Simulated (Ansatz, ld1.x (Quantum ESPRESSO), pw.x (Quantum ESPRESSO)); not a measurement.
## Mo: one change to the RRKJ potential, in the atom and in the bcc crystal

* Element: Mo
* Generator: ld1.x (Quantum ESPRESSO) 7.5
* Type: norm-conserving RRKJ (Kleinman–Bylander form)
* Functional: LDA (PW92)
* Relativity: scalar-relativistic
* Frozen core: [Kr]
* Valence charge: 6
* Reference configuration: 4d5 5s1 5p0
* Partial waves: 5p (bound, empty): rc 2.75 bohr; 4d (bound): rc 2.30 bohr; 5s (bound): rc 2.70 bohr
* Local potential: the s channel
* Core correction: none
* rho0: 0.01

Change: all radii scaled by about 1.28 (s 3.46, p 3.52, d 2.94 bohr).

Cutoffs, loose and tight: the cutoffs (Ry, on a coarse ladder) from which the occupation-weighted sum of valence levels, in a spherical-Bessel basis at the reference potential, stays within 10 and 1 mRy of its value at 400 Ry. They do not see the model core or the augmentation charge, which bear on the density cutoff. Test errors are all-electron minus pseudo excitation energies from the reference, over the configurations 4d5 5s0 5p0; 4d4 5s0 5p0; 4d3 5s0 5p0; 4d5 5s0.5 5p0; 4d2 5s0 5p0; 4d4 5s2 5p0; 4d5.5 5s0.5 5p0 (two spin-polarised tests are not counted in the largest error); variants that change the core or the reference have their own tests.

Crystal test: bcc Mo in pw.x 7.5, no spin, 15³ k-points, Fermi–Dirac smearing 0.01 Ry, cutoffs set for each file from its atomic test. The reference is all-electron LAPW (Ansatz 0.2.0) with the same functional, mesh and smearing; V0 and B0 come from Birch–Murnaghan fits to the pressures at five volumes. Errors are pseudo minus all-electron; Δ is the rms difference of the E(V) curves that follow from these fits, minima aligned, over ±6 % about the mean V0. Mesh and smearing are coarse, so the numbers serve the comparison and aren't converged zero-temperature values; the lattice is a test structure that the element need not adopt.

All-electron: a0 = 3.113 Å (V0 = 15.08 Å³/atom), B0 = 291.6 GPa.

Task: Does the change bring the crystal closer to the all-electron result?

Result: The mean pressure error goes from +9.33 to -2.63 GPa, so the change moves the solid closer to the all-electron pressures. The B0 error goes the other way, from -1.7 to -6.8 %.

```csv
quantity,base,changed
outcome (atom),generated,generated
"cutoff, loose (atom)",30 Ry,18 Ry
"cutoff, tight (atom)",35 Ry,21 Ry
bound ghosts (atom),none,none
largest test error (meV) (atom),-192,+790 over the solved tests; 2 of 9 tests not solved or not reliable
cutoffs in pw.x (Ry),45/180,35/140
a0 (Å),3.144,3.103
a0 error (%),+1.01,-0.31
B0 error (%),-1.7,-6.8
Δ (meV/atom),29.3,9.1
mean pressure error (GPa),+9.33,-2.63
```

Base: The largest radius (2.75 bohr) exceeds half the bond length (2.55 bohr), so the spheres overlap, which is one possible source of error among others. This is a poor potential for the solid. Changed file: The largest radius (3.52 bohr) exceeds half the bond length (2.55 bohr), so the spheres overlap, which is one possible source of error among others. Atomic configuration tests: 2 of 9 tests not solved or not reliable. The atomic cutoffs weigh occupied waves only.
